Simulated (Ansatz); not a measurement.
`O=COCF` and `C#COC=O` differ in one atom or group.

Ansatz, PBE0-D4/def2-TZVP geometries, multiplicity 1. Each molecule was computed in one conformer, which needn't be the lowest.

```csv
property,`O=COCF`
LUMO energy (PBE/def2-TZVPP) / eV,-1.64
HOMO–LUMO gap (PBE0/def2-TZVPP) / eV,8.33
HOMO–LUMO gap (ωB97M-V/def2-TZVPP) / eV,13.10
HOMO energy (PBE/def2-TZVPP) / eV,-7.08
HOMO–LUMO gap (B3LYP/def2-TZVPP) / eV,7.76
HOMO energy (ωB97M-V/def2-TZVPP) / eV,-11.22
```

Q: What does the change do to each property? (Estimate.)

A: Computed: 
```
                               property  `C#COC=O`  shift
      LUMO energy (PBE/def2-TZVPP) / eV      -2.13  -0.49
   HOMO–LUMO gap (PBE0/def2-TZVPP) / eV       6.93  -1.40
HOMO–LUMO gap (ωB97M-V/def2-TZVPP) / eV      11.47  -1.63
      HOMO energy (PBE/def2-TZVPP) / eV      -6.71   0.37
  HOMO–LUMO gap (B3LYP/def2-TZVPP) / eV       6.41  -1.35
  HOMO energy (ωB97M-V/def2-TZVPP) / eV     -10.16   1.06
```

With PBE0 the HOMO rises by 0.85 eV and the LUMO falls by 0.54 eV, so the gap narrows by about 1.39 eV. PBE moves the HOMO by 0.37 eV and ωB97M-V by 1.06 eV.

B3LYP here is the variant with VWN-RPA as its local correlation; programs differ in this.
